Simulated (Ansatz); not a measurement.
Gas-phase reaction in SMILES: O(C)CC → [CH2]OCC + H atom (the C-H bond breaks)

Property: bond dissociation energy (enthalpy at 298 K), in kcal/mol. Terms: LANL2DZ all-electron up to Ne; 6-311+G** with 5d; no spin-orbit coupling; non-relativistic; six Cartesian d functions in 6-31G* and its kin unless marked 5d; valence correlation only; UHF or UKS for open shells. CBS marks a two-point X^-3 extrapolation of the correlation energy; Hartree-Fock from the larger set. [CCSD(T)-MP2]/basis is that difference in the basis named. Ab initio and DFT rows: single points at B3LYP-D3(BJ) geometries (Ansatz, a first-principles code), with unscaled harmonic terms from B3LYP/6-31G* at its own minima.

Coupled cluster (Ansatz) is a level with limits of its own, used here on species with T1 under 0.025 (0.045 for open shells) and stable references: RI-MP2/CBS(cc-pVTZ,cc-pVQZ)+[CCSD(T)-MP2]/cc-pVDZ.

Value to compare with, RI-MP2/CBS(cc-pVTZ,cc-pVQZ)+[CCSD(T)-MP2]/cc-pVDZ (Ansatz): 97.5 kcal/mol.

| level | program | bond dissociation energy (enthalpy at 298 K) (kcal/mol) | difference |
|---|---|---|---|
| MP2/STO-3G | Ansatz | 107.7 | 10.2 |
| MP2/3-21G | Ansatz | 86.4 | -11.1 |
| MP2/LANL2DZ | Ansatz | 84.9 | -12.6 |
| MP2/6-31G* | Ansatz | 89.2 | -8.3 |
| MP2/6-311+G** | Ansatz | 92.6 | -4.9 |

Among the 5 habitual levels, MP2/LANL2DZ lies farthest from RI-MP2/CBS(cc-pVTZ,cc-pVQZ)+[CCSD(T)-MP2]/cc-pVDZ (Ansatz) (-12.6 kcal/mol) and MP2/6-311+G** nearest (-4.9); 1 of 5 lie above it, and their mean absolute difference is 9.4 kcal/mol, the median 10.2. One case shows no general order.

The sets are all those run for this method; runs whose electronic state is in doubt are left out.
